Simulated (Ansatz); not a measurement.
**BCP+ (doublet): from Hartree-Fock to the top rungs, def2-TZVPP**

One table from this session's results is given with a row withheld; the runs are named, their logs left out.

Method: def2-TZVPP, core rule «outside noble gas», up to 7 orbitals frozen; program: Ansatz 0.2.0, Gaussian basis.

To be run: UHF; ROHF; CCSD(T) on UHF.

2 further runs of the same task are left out: 2 set aside as unsound or not needed.

### What is computed

The geometry is a PBE0/def2-TZVP stationary point (not a proven minimum) of the parent state, kept for this charge and spin.

3 atoms, charge 1, spin multiplicity 2.

Atoms are counted from 1 here; the program's logs count them from 0.

Bond lengths: C1–B2 1.398 Å, C1–P3 1.692 Å, B2–P3 1.783 Å. Angles: B2–C1–P3 69.7°, C1–B2–P3 62.9°, C1–P3–B2 47.4°.

Set-up of the first run:

Contents of in.yaml:

```yaml
crystal:
  periodic: [false, false, false]
  atoms:
    - {symbol: C, position_ang: [0.000000, -0.660483, 0.884179]}
    - {symbol: B, position_ang: [0.000000, 0.736387, 0.949337]}
    - {symbol: P, position_ang: [0.000000, -0.000911, -0.674212]}
basis:
  gaussian: {orbitals: def2-TZVPP}
total_charge: 1
magnetization: {spin_polarized: true, initial_magnetization: 1}
hamiltonian: {xc: hf}
output: {orbitals: {seedname: orbitals}}
```

The run is started by

```sh
ansatz run in.yaml --threads 1 --pin off --events-out ev --progress --plain --max-ram 2816MiB --backend cpu
```

Among the steps run: UHF; ROHF; CCSD(T) on UHF.

One of the session's tables, all rows but one given; the rest of the session is left out.

| method | from UCCSD(T) (meV) |
| --- | --- |
| ROHF | ? |
| UHF | +9901.0 |
| UMP2 | +1726.9 |
| UCCSD | +680.0 |
| UCCSD(T) | 0 |

Estimate the missing values for ROHF.

The run gave: from UCCSD(T) (meV): +10462.4. In the column «from UCCSD(T) (meV)» it is the highest.
